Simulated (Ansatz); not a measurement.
## Worked example: the barrier

An elementary step of SiNH5, singlet (SiNH₅ ([NH2][SiH3]) → SiNH₃ ([NH][SiH2]) + H₂; bonds formed: H2–H4; bonds broken: Si1–H2, N3–H4). “Start” is the structure reached by relaxing down from the saddle towards the reactants; PBE0-D4/def2-TZVP structures. The saddle:

Si1  (-0.546, -0.101, -0.067)
H2  (0.494, -0.553, 1.297)
N3  (0.590, 0.922, -0.625)
H4  (0.924, 0.001, 0.676)
H5  (-1.689, 0.395, 0.741)
H6  (-0.849, -1.490, -0.521)
H7  (1.076, 0.826, -1.502)
(Å)

Program: Ansatz 0.2.0. Basis: def2-TZVPP and def2-QZVPP. Cores are frozen in the correlated methods.

Energies in eV:

| quantity | saddle | start |
| --- | --- | --- |
| Hartree–Fock, triple zeta (X = 3) | -9420.38684 | -9424.67711 |
| Hartree–Fock, quadruple zeta (X = 4) | -9420.74587 | -9425.01743 |
| MP2 correlation, X = 3 | -10.25119 | -9.58035 |
| MP2 correlation, X = 4 | -10.96259 | -10.27147 |
| CCSD(T) correlation, X = 3 | -11.35929 | -10.75624 |

Work out the barrier at the basis limit: extrapolate Hartree–Fock as E(X) = E∞ + A exp(−7.88 √X) and the MP2 correlation as E(X) = E∞ + B X^−2.97 (the exponents that Neese and Valeev fitted for def2-TZVPP and QZVPP), then add CCSD(T) − MP2 in triple zeta.

Each step is linear, so take the differences first (saddle − start): Hartree–Fock 4.29027 (X = 3) and 4.27156 (X = 4); MP2 correlation -0.67084 and -0.69112; CCSD(T) correlation -0.60305.
Two points give E∞ = E(4) + w [E(4) − E(3)], with w = 1/(exp(7.88 (2 − √3)) − 1) = 0.1377 for Hartree–Fock and w = 1/((4/3)^2.97 − 1) = 0.7407 for the correlation.
Hartree–Fock: 4.27156 + 0.1377 × (-0.01871) = 4.2690 eV.
MP2 correlation: -0.69112 + 0.7407 × (-0.02028) = -0.7061 eV.
CCSD(T) − MP2: -0.60305 − (-0.67084) = 0.0678 eV.
Sum: 4.2690 + (-0.7061) + 0.0678 = 3.6307 eV, or 83.73 kcal/mol. Plain CCSD(T) in triple zeta gives 3.6872 eV, so the larger basis shifts the result by -0.0565 eV.

The T1 diagnostic stays at or below 0.018.

Labels in which every atom is bracketed show which atoms are joined, not bond orders.

For scale, one of the runs: CCSD(T)/def2-TZVPP, 143 basis functions, launched by `ansatz run in.yaml --threads 2 --pin off --events-out ev --progress --plain --max-ram 4352MiB`. Hardware: 2 CPU threads of an Intel Xeon Platinum 8375C, shared host. Wall time 11 s; peak host memory 0.8 GiB.
